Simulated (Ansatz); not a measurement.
The input, for Ansatz 0.2.0:

```yaml
crystal:
  periodic: [false, false, false]
  atoms:
    - {symbol: C, position_ang: [0.095466, 0.094733, -0.095068]}
    - {symbol: H, position_ang: [0.723503, 0.724744, 0.534153]}
    - {symbol: H, position_ang: [-2.055562, -2.039780, 2.046999]}
    - {symbol: H, position_ang: [-0.531128, 0.722898, -0.727566]}
    - {symbol: H, position_ang: [0.725604, -0.536711, -0.720743]}
basis:
  gaussian: {orbitals: 6-31G}
magnetization: {spin_polarized: true, initial_magnetization: 0}
correlation: {method: ccsdtq, electrons: outside_noble_gas}
```

```sh
$ ansatz run in.yaml --threads 1 --pin off --events-out ev --progress --plain --max-ram 2393MiB
```

The program prints:

```
386 factors; integrals over basis functions are off by at most 1.5e-7 eV
mean field evaluation 1: about -1077.4191 eV, gradient 2.1e1 eV
mean field evaluation 2: about -1077.4168 eV, gradient 2.1e1 eV
mean field evaluation 4: about -1082.7133 eV, gradient 1.3e1 eV
mean field evaluation 8: about -1084.3034 eV, gradient 4.3e-2 eV
mean field evaluation 16: about -1084.3035 eV, gradient 3.2e-6 eV
mean field evaluation 32: about -1089.3503 eV, gradient 7.9e-4 eV
mean field evaluation 64: about -1089.3503 eV, gradient 2.2e-2 eV
mean field evaluation 96: about -1088.9597 eV, gradient 5.5e0 eV
mean field evaluation 128: about -1082.2320 eV, gradient 3.6e0 eV
mean field evaluation 160: about -1078.9079 eV, gradient 7.4e-1 eV
...
cycle  18  -2.60722850 eV  change   -1.9e-4 eV  update   5.0e-5
cycle  19  -2.60731169 eV  change   -8.3e-5 eV  update   2.7e-5
cycle  20  -2.60744679 eV  change   -1.4e-4 eV  update   1.5e-5
cycle  21  -2.60744528 eV  change    1.5e-6 eV  update   4.1e-6
cycle  22  -2.60745888 eV  change   -1.4e-5 eV  update   2.3e-6
cycle  23  -2.60745987 eV  change   -9.9e-7 eV  update   1.6e-6
cycle  24  -2.60745820 eV  change    1.7e-6 eV  update   1.6e-6
cycle  25  -2.60745724 eV  change    9.6e-7 eV  update   1.2e-6
cycle  26  -2.60745617 eV  change    1.1e-6 eV  update   5.3e-7
cycle  27  -2.60745582 eV  change    3.5e-7 eV  update   1.9e-7
WARN: these amplitudes may be one of several solutions (largest doubles amplitude 0.83, level shift 0.00 eV)
Total energy: -1091.95774753 eV, -40.1287070662 hartree
```

For the same geometry and basis full CI lies 1.1 meV lower.

Ran on 1 thread of Arm Neoverse V1, shared host: 27 s wall, 0.22 GiB peak host memory.
